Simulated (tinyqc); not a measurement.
Inside a calculation. Method: Pariser-Parr-Pople SCF with singles CI, for the molecule Clc1ccco1 (SMILES; centres numbered as the heavy atoms are written). One step of it, computed by the program tinyqc.

Problem. Iteration 2: Fock matrix. F_rr = H_rr + P_rr gamma_rr / 2 + sum_(s != r) P_ss gamma_rs; F_rs = H_rs - P_rs gamma_rs / 2; E = tr P (H + F) / 2 + core repulsion sum_(r<s) z_r z_s gamma_rs.

P after iteration 1, order 1Cl, 2C, 3C, 4C, 5C, 6O:
```
[[1.948641, 0.203103, -0.166918, 0.021304, 0.094115, -0.147158],
 [0.203103, 1.195529, 0.681097, -0.118766, -0.344827, 0.568870],
 [-0.166918, 0.681097, 1.112141, 0.636915, -0.144093, -0.263144],
 [0.021304, -0.118766, 0.636915, 1.058069, 0.700582, -0.292563],
 [0.094115, -0.344827, -0.144093, 0.700582, 1.241271, 0.549953],
 [-0.147158, 0.568870, -0.263144, -0.292563, 0.549953, 1.444349]]
```

core matrix H (eV), order 1Cl, 2C, 3C, 4C, 5C, 6O:
```
[[-60.398245, -1.630000, 0.000000, 0.000000, 0.000000, 0.000000],
 [-1.630000, -64.801192, -2.390000, 0.000000, 0.000000, -2.100000],
 [0.000000, -2.390000, -56.119942, -2.390000, 0.000000, 0.000000],
 [0.000000, 0.000000, -2.390000, -53.253071, -2.390000, 0.000000],
 [0.000000, 0.000000, 0.000000, -2.390000, -56.651732, -2.100000],
 [0.000000, -2.100000, 0.000000, 0.000000, -2.100000, -69.934085]]
```

repulsion gamma_rs (eV), order 1Cl, 2C, 3C, 4C, 5C, 6O:
```
[[12.570000, 7.857016, 5.214987, 3.778960, 3.778960, 5.454161],
 [7.857016, 11.780000, 7.746636, 5.594920, 5.594920, 8.695342],
 [5.214987, 7.746636, 11.780000, 7.748843, 5.594188, 5.920151],
 [3.778960, 5.594920, 7.748843, 11.780000, 7.747777, 5.921806],
 [3.778960, 5.594920, 5.594188, 7.747777, 11.780000, 8.698464],
 [5.454161, 8.695342, 5.920151, 5.921806, 8.698464, 20.800000]]
```

Centres (angstrom, eV; a flat drawing with bonds scaled to 1.40 angstrom):
```
centre          x          y  core charge z          W   gamma_rr
1Cl      2.159000   0.000000              2  28.860000  12.570000
2C       0.759000   0.000000              1  12.760000  11.780000
3C      -0.064000   1.133000              1  12.760000  11.780000
4C      -1.395000   0.700000              1  12.760000  11.780000
5C      -1.395000  -0.700000              1  12.760000  11.780000
6O      -0.064000  -1.133000              2  29.790000  20.800000
```

Give: F; pi energy.

Solution.

F (eV), order 1Cl, 2C, 3C, 4C, 5C, 6O:
```
[[-16.3911, -2.4279, 0.4352, -0.0403, -0.1778, 0.4013],
 [-2.4279, -8.4099, -5.0281, 0.3322, 0.9646, -4.5733],
 [0.4352, -5.0281, -6.4525, -4.8577, 0.4030, 0.7789],
 [-0.0403, 0.3322, -4.8577, -6.1803, -5.1040, 0.8662],
 [-0.1778, 0.9646, 0.4030, -5.1040, -8.3051, -4.4919],
 [0.4013, -4.5733, 0.7789, 0.8662, -4.4919, -10.2422]]
```

pi energy = -145.6602 eV
